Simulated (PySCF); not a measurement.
**ClH6: fields on a plane**

Computed with UPBE0 in PySCF with Cl def2-TZVP, H def2-TZVP; no relativity; density-fitted integrals.

The doublet minimum has Cl–H 1.465 Å (×6); H–Cl–H 90.0° (×12), H–Cl–H 180.0° (×3).

The plane holds Cl1 at (0.00, 0.00), H2 at (1.47, 0.00), H3 at (-1.47, 0.00), H4 at (0.00, 1.47), H6 at (0.00, -1.47) Å. Columns run from x = -3.45 to 3.75 Å, rows from y = 3.75 (top) to -3.45 Å, in steps of 0.3 Å. Other isomers or separated fragments may lie lower.

Q: Give the electron density (e/Å³) (cut at 5 e/Å³). Every second row and column.

A: 
```
0.00 0.00 0.00 0.00 0.00 0.00 0.00 0.00 0.00 0.00 0.00 0.00 0.00
0.00 0.00 0.00 0.00 0.00 0.00 0.00 0.00 0.00 0.00 0.00 0.00 0.00
0.00 0.00 0.00 0.00 0.01 0.03 0.04 0.02 0.00 0.00 0.00 0.00 0.00
0.00 0.00 0.00 0.01 0.03 0.18 0.31 0.08 0.01 0.00 0.00 0.00 0.00
0.00 0.00 0.01 0.02 0.06 0.56 1.52 0.18 0.03 0.01 0.00 0.00 0.00
0.00 0.01 0.04 0.13 0.24 0.91 1.53 0.42 0.18 0.08 0.02 0.00 0.00
0.00 0.01 0.10 1.01 1.15 2.50 5.00 1.53 1.52 0.31 0.04 0.00 0.00
0.00 0.01 0.07 0.39 0.61 1.57 2.50 0.91 0.56 0.18 0.03 0.00 0.00
0.00 0.00 0.02 0.05 0.10 0.61 1.15 0.24 0.06 0.03 0.01 0.00 0.00
0.00 0.00 0.00 0.01 0.05 0.39 1.01 0.13 0.02 0.01 0.00 0.00 0.00
0.00 0.00 0.00 0.00 0.02 0.07 0.10 0.04 0.01 0.00 0.00 0.00 0.00
0.00 0.00 0.00 0.00 0.00 0.01 0.01 0.01 0.00 0.00 0.00 0.00 0.00
0.00 0.00 0.00 0.00 0.00 0.00 0.00 0.00 0.00 0.00 0.00 0.00 0.00
```

Q: Give the electrostatic potential (V) (cut at 20 V). Every second row and column.

A: 
```
 0.0  0.0  0.0  0.0  0.0  0.0  0.0  0.0  0.0  0.0  0.0  0.0  0.0
 0.0  0.0  0.0  0.0  0.0  0.0  0.0  0.0  0.0  0.0  0.0  0.0  0.0
 0.0  0.0  0.0  0.0  0.1  0.4  0.5  0.2  0.0  0.0  0.0  0.0  0.0
 0.0  0.0  0.0  0.1  0.6  3.8  7.8  1.5  0.3  0.1  0.0  0.0  0.0
 0.0  0.0  0.1  0.5  1.6 10.1 20.0  3.4  0.9  0.3  0.0  0.0  0.0
 0.0  0.0  0.6  2.6  4.6 17.0 20.0  8.6  3.4  1.5  0.2  0.0  0.0
 0.0  0.1  2.0 20.0 15.3 20.0 20.0 20.0 20.0  7.8  0.5  0.0  0.0
 0.0  0.1  1.3  8.6  8.7 20.0 20.0 17.0 10.1  3.8  0.4  0.0  0.0
 0.0  0.0  0.3  1.0  2.5  8.7 15.3  4.6  1.6  0.6  0.1  0.0  0.0
 0.0  0.0  0.1  0.3  1.0  8.6 20.0  2.6  0.5  0.1  0.0  0.0  0.0
 0.0  0.0  0.0  0.1  0.3  1.3  2.0  0.6  0.1  0.0  0.0  0.0  0.0
 0.0  0.0  0.0  0.0  0.0  0.1  0.1  0.0  0.0  0.0  0.0  0.0  0.0
 0.0  0.0  0.0  0.0  0.0  0.0  0.0  0.0  0.0  0.0  0.0  0.0  0.0
```
